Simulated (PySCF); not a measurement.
Species: formyl chloride, CHClO.
SMILES with atom numbers: `[O:1]=[CH:2][Cl:3]` (hydrogens: H4 on C2)

Theory: TDDFT CAM-B3LYP/def2-SVPD, vertical, gas phase, core orbitals frozen in the response (PySCF 2.14.0, density-fitted response routines). Geometry: PBE0-D3(BJ)/def2-SVP; no solvent, vibrations or thermal averaging.

Frontier orbitals with the atoms that hold most of them (Löwdin shares over 4%, at most four atoms; ? is withheld):

```
orbital  ε (eV)                           atoms
 HOMO-3  -14.57         O1 52%, C2 34%, Cl3 12%
 HOMO-2  -11.22         Cl3 75%, O1 14%, C2 10%
 HOMO-1  -11.15                               ?
   HOMO       ?  O1 57%, Cl3 22%, C2 13%, H4 7%
   LUMO   -0.49                               ?
 LUMO+1    1.05  Cl3 54%, C2 21%, H4 20%, O1 6%
 LUMO+2    1.63  Cl3 51%, C2 29%, O1 11%, H4 9%
```

Problem. Give the leading atoms of the LUMO.

Solution. C2 (bonded to Cl, O and H) 44%; O1 (bonded to C) 34%; Cl3 (bonded to C) 14%; H4 (bonded to C) 7%.

Problem. Give the leading atoms of the HOMO-1.

Solution. Cl3 (bonded to C) 86%; C2 (bonded to Cl, O and H) 9%.

Problem. What is the HOMO energy, and the HOMO–LUMO gap?

Solution. ε(HOMO) = -10.56 eV; the gap is 10.06 eV (0.3698 hartree).

Problem. The HOMO–LUMO gap is 10.06 eV. Where does the response calculation put the lowest singlet, and from which orbitals?

Solution. S1 is at 5.01 eV (f = 0.0001), 5.05 eV below the gap, made of HOMO→LUMO (99%). 

Problem. Give energy, strength and leading configuration of S1, S2, S3, S4, S5 and S6, and follow the Löwdin shares of the leading atoms from the occupied to the empty orbital.

Solution. 
- S1 (5.01 eV, f 0.0001), HOMO→LUMO (99%): O1 57% → 34%, Cl3 22% → 14%, C2 13% → 44%; low, almost dark, from the terminal oxygen into the C=O bond, the pattern of n→π*
- S2 (6.52 eV, f 0.0001), HOMO-1→LUMO (100%): Cl3 86% → 14%, C2 9% → 44%, O1 at most 4% → 34%
- S3 (7.02 eV, f 0.028), HOMO-2→LUMO (81%): Cl3 75% → 14%, O1 14% → 34%, C2 10% → 44%
- S4 (8.15 eV, f 0.0029), HOMO-1→LUMO+1 (86%): Cl3 86% → 54%, C2 9% → 21%
- S5 (8.20 eV, f 0.0000), HOMO-2→LUMO+1 (84%): Cl3 75% → 54%, O1 14% → 6%, C2 10% → 21%
- S6 (8.44 eV, f 0.177), HOMO→LUMO+1 (75%): O1 57% → 6%, Cl3 22% → 54%, C2 13% → 21%
